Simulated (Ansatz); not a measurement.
## What each rung costs, and what it gives

Saddle point of Si₂NH₈, doublet (SiNH₅ ([NH2][SiH3]) + SiH₃ → SiNH₄ ([NH2][SiH2]) + SiH₄; bonds formed: H1–Si4; bonds broken: H1–Si2), PBE0-D4/def2-TZVP structure:

| atom | x (Å) | y (Å) | z (Å) |
| --- | --- | --- | --- |
| H1 | -0.6542 | -0.0387 | 0.0174 |
| Si2 | 0.6319 | 1.1954 | 0.3710 |
| N3 | 2.2397 | 0.6377 | 0.1189 |
| Si4 | -1.8382 | -1.2873 | -0.3511 |
| H5 | 0.3979 | 2.3601 | -0.5301 |
| H6 | 0.4982 | 1.5901 | 1.8026 |
| H7 | 2.5876 | 0.4972 | -0.8159 |
| H8 | 2.6579 | -0.0139 | 0.7633 |
| H9 | -1.8708 | -2.2915 | 0.7492 |
| H10 | -1.4597 | -1.9678 | -1.6217 |
| H11 | -3.1903 | -0.6814 | -0.5038 |

Barriers are electronic and count from the start structure reached by relaxing down the imaginary mode. Spin–orbit coupling is left out.

Ansatz 0.2.0; basis: as named in each row; cores frozen in the correlated methods; orbitals are unrestricted. B3LYP uses VWN-RPA correlation. Extrapolation: Hartree–Fock as exp(−7.88 √X), correlation as X^−2.97.

Times are rough, for one single point on 4 threads of a shared host (Intel Xeon).

The estimate by CCSD(T) at an estimated basis limit (MP2 extrapolated from triple and quadruple zeta, plus CCSD(T) − MP2 in triple zeta) is 11.97 kcal/mol.

```csv
method,basis,time (s),barrier (kcal/mol),method less estimate
HF,STO-3G,under 1,16.07,4.10
PBE-D4,STO-3G,under 1,-9.03,-21.00
SPW92,def2-SVP,1,-0.78,-12.75
B3LYP-D4,6-31G,2,3.83,-8.14
PBE-D4,def2-SVP,2,3.07,-8.90
PBE0-D4,def2-SVP,3,6.61,-5.36
SPW92,def2-TZVPP,4,0.04,-11.93
PBE-D4,def2-TZVPP,5,3.64,-8.33
BLYP-D4,def2-TZVPP,6,5.23,-6.75
B3LYP-D4,def2-TZVPP,7,7.75,-4.22
wB97M-V,def2-SVP,8,9.83,-2.15
PBE0-D4,def2-TZVPP,8,7.01,-4.97
r2SCAN-D4,def2-TZVPP,8,7.09,-4.88
BHLYP-D4,def2-TZVPP,8,11.72,-0.25
CCSD(T),def2-SVP,8,14.73,2.75
CAM-B3LYP-D4,def2-TZVPP,10,9.92,-2.05
r2SCAN0-D4,def2-TZVPP,10,9.24,-2.74
B2PLYP,def2-TZVPP,11,10.15,-1.83
PBE-QIDH,def2-TZVPP,11,10.99,-0.99
RPA on PBE,def2-TZVPP,12,12.77,0.80
B97M-V,def2-TZVPP,15,5.26,-6.72
wB97X-V,def2-TZVPP,18,10.07,-1.90
wB97M-V,def2-TZVPP,18,10.65,-1.33
MP2,def2-QZVPP,38,13.96,1.98
CCSD(T),def2-TZVPP,740,12.80,0.83
```

All methods are single points on the PBE0-D4 structures; a negative value means that the method puts the saddle structure below the start.

T1 diagnostic: at most 0.015. ⟨S²⟩ of the unrestricted Hartree–Fock references: 0.75 to 0.78 (a pure state has 0.75).

Radical steps of this kind take place in plasma deposition and etching.

Labels in which every atom is bracketed show which atoms are joined, not bond orders.
